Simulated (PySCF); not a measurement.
# CH3O2+, a complex of two parts: interaction energy

The task here is to estimate one member of a computed series from the others.

Programs: PySCF 2.14.0. All values are calculated, for the isolated system unless a continuum is named. Atoms count from 0, parts from 1.

## The system as given

6 atoms, charge 1, multiplicity 1; geometry: GFN2-xTB. Parts: 1 = atoms 0–3, `[OH3+]`, charge 1; 2 = atoms 4–5, `[C-]#[O+]`, charge 0.

Set-up of the first run:

Job settings and geometry (Å):

```
{"job": {"xc": "PBE0", "basis": "def2-TZVPD", "d3": "d3bj", "grid": 3, "kind": "geom", "shake": 0.01}, "charge": 1, "multiplicity": 1, "parts": [{"atoms": "0-3", "charge": 1, "multiplicity": 1}, {"atoms": "4-5", "charge": 0, "multiplicity": 1}]}
O     -0.032081    -0.053781     0.178162
H     -0.309886    -0.971230     0.219010
H     -0.758100     0.588577    -0.486986
H      0.922093     0.060308    -0.058870
C     -1.694774     1.477563    -1.263838
O     -2.402486     2.167239    -1.778678
```

Started as:

```console
$ OMP_NUM_THREADS=1 python cluster_run.py task.json out
```

One launch serves the whole session: the jobs run in the order shown.

Among the steps run: Optimising the geometry at PBE0-D3(BJ)/def2-TZVPD; Coupled-cluster interaction energy: CCSD(T) and MP2, 1.63 Å; Coupled-cluster interaction energy: CCSD(T) and MP2, 1.71 Å; Coupled-cluster interaction energy: CCSD(T) and MP2, 1.79 Å; Coupled-cluster interaction energy: CCSD(T) and MP2, 1.54 Å; Coupled-cluster interaction energy: CCSD(T) and MP2, 2.03 Å; Coupled-cluster interaction energy: CCSD(T) and MP2, 1.46 Å; Coupled-cluster interaction energy: CCSD(T) and MP2, 2.44 Å; Coupled-cluster interaction energy: CCSD(T) and MP2, 3.25 Å.

One of the session's tables, all rows but one given; the rest of the session is left out.

It belongs to the step «Coupled-cluster interaction energy: CCSD(T) and MP2, 3.25 Å». 

```
                 method  interaction energy (kcal/mol)
         HF/aug-cc-pVDZ                              ?
        MP2/aug-cc-pVDZ                          -5.05
       CCSD/aug-cc-pVDZ                          -4.38
    CCSD(T)/aug-cc-pVDZ                          -4.56
         HF/aug-cc-pVQZ                          -3.15
        MP2/aug-cc-pVQZ                          -4.93
    SCS-MP2/aug-cc-pVQZ                          -4.78
      MP2, extrapolated                          -4.91
CCSD(T), limit estimate                          -4.42
```

Q: Estimate the row for HF/aug-cc-pVDZ from the others.

As computed: interaction energy (kcal/mol): -3.19. In the column «interaction energy (kcal/mol)» it lies between CCSD/aug-cc-pVDZ (-4.38) and HF/aug-cc-pVQZ (-3.15).
